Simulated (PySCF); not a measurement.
## Isomerisation enthalpies of C2H7N

**The experiment to reproduce.**

From CRC Handbook of Chemistry and Physics, for the gas at 298.15 K: enthalpy of formation of `CCN` (ethylamine) -47.5 kJ/mol; enthalpy of formation of `CNC` (dimethylamine) -18.8 kJ/mol.

How close the calculation comes is told at the end.

Differences of these values give the isomerisation enthalpies. Geometries: GFN2-xTB; runs in PySCF, gas phase, with a dispersion term only where the level names one. Total electronic energies (Eh):

```csv
SMILES,PBE0/pcSseg-1
CCN,-134.98921
CNC,-134.97805
```

Geometry of `CCN` (Å):
```
atom  x, y, z in Å
C1    -1.058   -0.148    0.120
C2     0.247    0.545   -0.284
N3     1.454   -0.198    0.030
H4    -1.913    0.468   -0.148
H5    -1.079   -0.321    1.195
H6    -1.151   -1.108   -0.386
H7     0.318    1.513    0.221
H8     0.247    0.726   -1.363
H9     1.438   -1.100   -0.436
H10    1.506   -0.372    1.029
```

Geometry of `CNC` (Å):
```
atom  x, y, z in Å
C1    -1.2080   -0.0492   -0.0488
N2     0.0374    0.6511   -0.2830
C3     1.1980   -0.1777   -0.0328
H4    -1.2740   -0.8837   -0.7475
H5    -2.0380    0.6289   -0.2380
H6    -1.3025   -0.4499    0.9727
H7     0.0779    1.4772    0.3076
H8     1.1836   -1.0138   -0.7327
H9     1.2359   -0.5862    0.9895
H10    2.0984    0.4079   -0.2095
```

Zero-point and thermal terms are left out, so the computed numbers are electronic energies.

## Comparison

Relative to `CCN`, the lowest by measurement, in kJ/mol (measured: enthalpies at 298.15 K; computed: electronic energies):

```
SMILES  measured  PBE0/pcSseg-1
   CCN       0.0            0.0
   CNC      28.7           29.3
```

Measured values: -47.5 kJ/mol (298.15 K; CRC Handbook of Chemistry and Physics) for the first row; the others come from the same table. Unsigned miss: PBE0/pcSseg-1 0.6 kJ/mol. One conformer stands for `CCN`, not necessarily the lowest, while the measurement averages over conformers. Where a level misses, the cause wasn't examined.
